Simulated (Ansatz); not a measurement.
BH4NS, SMILES NBS, a ladder of basis sets

Program: Ansatz 0.2.0, Python API.

Interactive session:
```pycon
>>> import ansatz as az
>>> GEOMETRY = """
... N    -1.03900    0.35240   -0.48860
... B    -0.10270    0.11450    0.62180
... S     0.88790   -1.46600    0.61790
... H    -0.94780   -0.37510   -1.19210
... H    -0.75320    1.25190   -1.00590
... H     0.03040    0.91450    1.49780
... H     1.98570   -0.86020   -0.09660
... """
>>> system = az.Crystal.molecule()
>>> for line in GEOMETRY.strip().splitlines():
...     symbol, *xyz = line.split()
...     system = system.atom(symbol, [float(v) for v in xyz])
...
>>> setup = system.calculation().functional("pbe0")
>>> energies = {}
>>> for basis in ["STO-3G", "6-31G", "6-31G*", "def2-SVP", "def2-SVPD", "def2-TZVP", "def2-TZVPP"]:
...     r = setup.basis(gaussian=basis).run(threads=1, backend="cpu").report
...     size = r["n_frozen"] + r["n_occupied"][0] + r["n_virtual"][0]
...     energies[basis] = (r["reference_energy_ev"] / 27.211386246, r["free_energy_ev"] / 27.211386246)
...     print(f"{basis:14s} {size:4d} orbitals  reference {energies[basis][0]:14.6f} Ha  total {energies[basis][1]:14.6f} Ha")
...
STO-3G           23 orbitals  reference    -474.535601 Ha  total    -474.535601 Ha
6-31G            39 orbitals  reference    -479.909388 Ha  total    -479.909388 Ha
6-31G*           57 orbitals  reference    -479.959797 Ha  total    -479.959797 Ha
def2-SVP         66 orbitals  reference    -479.802499 Ha  total    -479.802499 Ha
def2-SVPD        99 orbitals  reference    -479.816400 Ha  total    -479.816400 Ha
def2-TZVP       123 orbitals  reference    -480.030674 Ha  total    -480.030674 Ha
def2-TZVPP      160 orbitals  reference    -480.033139 Ha  total    -480.033139 Ha
>>> last = energies["def2-TZVPP"][1]
>>> for basis, (_, total) in energies.items():
...     print(f"{basis:14s} lies {27.211386 * (total - last):9.4f} eV above def2-TZVPP")
...
STO-3G         lies  149.5956 eV above def2-TZVPP
6-31G          lies    3.3674 eV above def2-TZVPP
6-31G*         lies    1.9957 eV above def2-TZVPP
def2-SVP       lies    6.2760 eV above def2-TZVPP
def2-SVPD      lies    5.8978 eV above def2-TZVPP
def2-TZVP      lies    0.0671 eV above def2-TZVPP
def2-TZVPP     lies    0.0000 eV above def2-TZVPP
```

Against STO-3G: 6-31G -5373.8 mHa, 6-31G* -5424.2 mHa, def2-SVP -5266.9 mHa, def2-SVPD -5280.8 mHa, def2-TZVP -5495.1 mHa and def2-TZVPP -5497.5 mHa. The last step alone is -2.46 mHa (these two sets differ little on atoms other than hydrogen). From the first set to the last the time grows from 0.6 to 4.9 s.

Caveats:
- The drop along the ladder measures the basis error, and is no property of the molecule.
- The geometry is a force-field or estimated start, not a minimum of this method, and the last set is no limit. Much of the fall in a total is atomic energy, which cancels in bond and reaction energies.
- Totals across families of basis sets mostly measure their core functions.
- Run time: 16 s on 1 thread of Arm Neoverse V1 (shared host), peak memory 0.32 GiB.
